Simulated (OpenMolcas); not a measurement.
# doublet C3H5F+ at 6 levels

We compute a comparison of 6 runs (UHF/STO-3G, UHF/3-21G, U-revPBE/def2-SVP, UBLYP/def2-SVP, UM06-L/def2-SVP, ROMP2/def2-SVP) of doublet C3H5F+. 

The results are computed with OpenMolcas 26.06.

**1. The molecule**

C3H5F+ has 9 atoms, charge +1, and is taken as a doublet. As SMILES of the parent species, `C=CCF`. Geometry: relaxed at PBE0-D4/def2-TZVP. That shape belongs to the parent species and isn't relaxed for this state.

Bond lengths: C1–C2 1.324 Å, C2–C3 1.486 Å, C3–F4 1.387 Å, C1–H5 1.084 Å, C1–H6 1.086 Å, C2–H7 1.087 Å, C3–H8 1.096 Å, C3–H9 1.094 Å. Some angles: C1–C2–C3 123.6°, C2–C3–F4 110.3°, C1–C2–H7 120.6°, C3–C2–H7 115.9°, C2–C1–H5 121.7°, C2–C1–H6 121.3°, C2–C3–H8 111.1°, C2–C3–H9 111.2°, F4–C3–H8 106.9°, F4–C3–H9 108.2°.

**2. The energy at UHF/STO-3G (run 1)**

File input.xyz:

```xyz
9

C     -0.578000     1.122500    -0.608000
C      0.352500     0.215400    -0.353400
C      0.200500    -0.852800     0.668500
F      0.430500    -2.098200     0.102300
H     -0.422500     1.909200    -1.336700
H     -1.531700     1.114000    -0.089100
H      1.299800     0.230700    -0.886500
H      0.929800    -0.730800     1.477200
H     -0.806800    -0.852300     1.094700
```

File job.input:

```
>>> EXPORT MOLCAS_PRINT=2
&GATEWAY
BasLib
$CurrDir
Coord
input.xyz
Basis
STO-3G
Group
NoSym
&SEWARD
&SCF
UHF
Charge
1
Spin
2
Thresholds
1e-10 1e-07 1e-07 1e-05
PrOrbitals
1 2
```

The basis set STO-3G is read from a file made from the Basis Set Exchange's data (not shown).

On the command line:

```bash
export MOLCAS_MEM=1860
pymolcas job.input > job.log
```

The program printed:

```text
--- Start Module: gateway ---
[...]
--- Stop Module: gateway /rc=_RC_ALL_IS_WELL_ ---
--- Start Module: seward ---
[...]
      Basis functions           25
--- Stop Module: seward /rc=_RC_ALL_IS_WELL_ ---
--- Start Module: scf ---
[...]
       Convergence after  20 Iterations
[...]
::    Total SCF energy                               -212.8181968042
[...]
      Total spin, S                                     0.5024939158
[...]
      Total electronic charge=   31.000000
      Total            charge=    1.000000
[...]
      Dipole Moment (debye):
      Origin of the operator (angstrom)=    0.1223   -0.5390   -0.0218
                   X= -9.6836E-01               Y=  5.7617E+00               Z= -1.0836E+00           Total=  5.9422E+00
      Center of Charge (angstrom)
[...]
--- Stop Module: scf /rc=_RC_ALL_IS_WELL_ ---
[...]
```

It took 1.9 s on 1 thread of Arm Neoverse V1, shared host; peak memory 0.37 GiB.

**3. The energy at UHF/3-21G (run 2)**

File job.inp:

```
* C3H5F Hartree-Fock
>>> EXPORT MOLCAS_PRINT=2

&GATEWAY
 BasLib = $CurrDir
 BasisSet
 C.3-21G....
 C1 -0.578000 1.122500 -0.608000 angstrom
 C2 0.352500 0.215400 -0.353400 angstrom
 C3 0.200500 -0.852800 0.668500 angstrom
 End of Basis
 BasisSet
 F.3-21G....
 F4 0.430500 -2.098200 0.102300 angstrom
 End of Basis
 BasisSet
 H.3-21G....
 H5 -0.422500 1.909200 -1.336700 angstrom
 H6 -1.531700 1.114000 -0.089100 angstrom
 H7 1.299800 0.230700 -0.886500 angstrom
 H8 0.929800 -0.730800 1.477200 angstrom
 H9 -0.806800 -0.852300 1.094700 angstrom
 End of Basis

&SEWARD

&SCF
 UHF
 Charge = 1
 Spin = 2
 Thresholds = 1e-10 1e-07 1e-07 1e-05
 PrOrbitals = 1 1
```

The basis set 3-21G is read from a file made from the Basis Set Exchange's data (not shown).

On the command line:

```bash
export MOLCAS_MEM=1860
pymolcas job.inp > job.log
```

The program printed:

```text
--- Start Module: gateway ---
[...]
--- Stop Module: gateway /rc=_RC_ALL_IS_WELL_ ---
--- Start Module: seward ---
[...]
      Basis functions           46
--- Stop Module: seward /rc=_RC_ALL_IS_WELL_ ---
--- Start Module: scf ---
[...]
       Convergence after  22 Iterations
[...]
::    Total SCF energy                               -214.3923856950
[...]
      Total spin, S                                     0.5020888078
[...]
      Total electronic charge=   31.000000
      Total            charge=    1.000000
[...]
      Dipole Moment (debye):
      Origin of the operator (angstrom)=    0.1223   -0.5390   -0.0218
                   X= -1.2435E+00               Y=  6.9334E+00               Z= -6.9474E-01           Total=  7.0782E+00
      Center of Charge (angstrom)
[...]
--- Stop Module: scf /rc=_RC_ALL_IS_WELL_ ---
[...]
```

It took 2.6 s on 1 thread of Arm Neoverse V1, shared host; peak memory 0.38 GiB.

Runs 3 to 5 aren't shown in full; the table further down has their settings and results.

**4. The energy at ROMP2/def2-SVP (run 6)**

File calc.inp:

```
&GATEWAY
  BasLib=$CurrDir
  Coord
  9
  angstrom
  C       -0.578000       1.122500      -0.608000
  C        0.352500       0.215400      -0.353400
  C        0.200500      -0.852800       0.668500
  F        0.430500      -2.098200       0.102300
  H       -0.422500       1.909200      -1.336700
  H       -1.531700       1.114000      -0.089100
  H        1.299800       0.230700      -0.886500
  H        0.929800      -0.730800       1.477200
  H       -0.806800      -0.852300       1.094700
  Basis=def2-SVP
  Group=NoSym

&SEWARD

&SCF
  UHF
  Charge=1
  Spin=2
  Thresholds=1e-10 1e-07 1e-07 1e-05
  PrOrbitals=1 2

&RASSCF
  FileOrb=$Project.UnaOrb
  Spin=2
  Nactel=1 0 0
  Inactive=15
  Ras2=1
  OutOrbitals=Canonical
  OrbListing=Nothing

&CASPT2
  IPEA=0.0
  Frozen=4
```

The basis set def2-SVP is read from a file made from the Basis Set Exchange's data (not shown).

On the command line:

```bash
export MOLCAS_MEM=1860
pymolcas calc.inp > calc.log
```

The program printed:

```text
--- Start Module: gateway ---
[...]
--- Stop Module: gateway /rc=_RC_ALL_IS_WELL_ ---
[...]
      Basis functions           81
[...]
       Convergence after  21 Iterations
[...]
::    Total SCF energy                               -215.4173131594
[...]
      Total spin, S                                     0.5022502135
[...]
--- Start Module: rasscf ---
[...]
      Number of active orbitals                  1
[...]
      Spin quantum number                      0.5
[...]
      Active orbitals                            1
[...]
      Number of CSFs                             1
[...]
      Number of root(s) required                 1
[...]
      Convergence after  6 iterations
[...]
      printout of CI-coefficients larger than  0.05 for root  1
      energy=    -215.415091
      conf/sym  1     Coeff  Weight
             1  u   1.00000 1.00000
      Natural orbitals and occupation numbers for root  1
      sym 1:   1.000000
      ************************************************************************************************************************
      *                                                    Final results                                                     *
[...]
::    RASSCF root number  1 Total energy:   -215.41509136
[...]
      Total electronic charge=   31.000000
      Total            charge=    1.000000
[...]
      Dipole Moment (debye):
      Origin of the operator (angstrom)=    0.1223   -0.5390   -0.0218
                   X= -1.2818E+00               Y=  6.8643E+00               Z= -7.2607E-01           Total=  7.0206E+00
      Center of Charge (angstrom)
[...]
--- Stop Module: rasscf /rc=_RC_ALL_IS_WELL_ ---
[...]
--- Start Module: caspt2 ---
[...]
 ###    WARNING: User changed nr of frozen orbitals.                         ###
 ###############################################################################
[...]
      E2 (Variational):          -0.5438899710
      Total energy:            -215.9589813349
[...]
      Reference weight:           0.86532
[...]
::    CASPT2 Root  1     Total energy:   -215.95898133
[...]
--- Stop Module: caspt2 /rc=_RC_ALL_IS_WELL_ ---
[...]
```

It took 11 s on 1 thread of Arm Neoverse V1, shared host; peak memory 0.45 GiB.

**5. All runs side by side**

```csv
run,level,integration grid,frozen core orbitals,energy (Eh),HOMO energy (eV),LUMO energy (eV),⟨S²⟩,wall time
1,UHF/STO-3G,–,–,-212.818197,-17.50,-6.60,0.755,1.9 s
2,UHF/3-21G,–,–,-214.392386,-19.38,-8.14,0.754,2.6 s
3,U-revPBE/def2-SVP,UltraFine,–,-216.527230,-14.30,-13.58,0.752,74 s
4,UBLYP/def2-SVP,UltraFine,–,-216.522792,-14.24,-13.53,0.752,74 s
5,UM06-L/def2-SVP,UltraFine,–,-216.556495,-14.52,-13.52,0.753,95 s
6,ROMP2/def2-SVP,–,4,-215.958981,–,–,–,11 s
```

**6. What came out**

| quantity | value |
| --- | --- |
| run 6: total energy | -215.95898 Eh |

Totals of different functionals can't be ranked against each other. In run 1 the basis is minimal, so the values are rough. All runs together took 4.3 min, the longest 95 s.
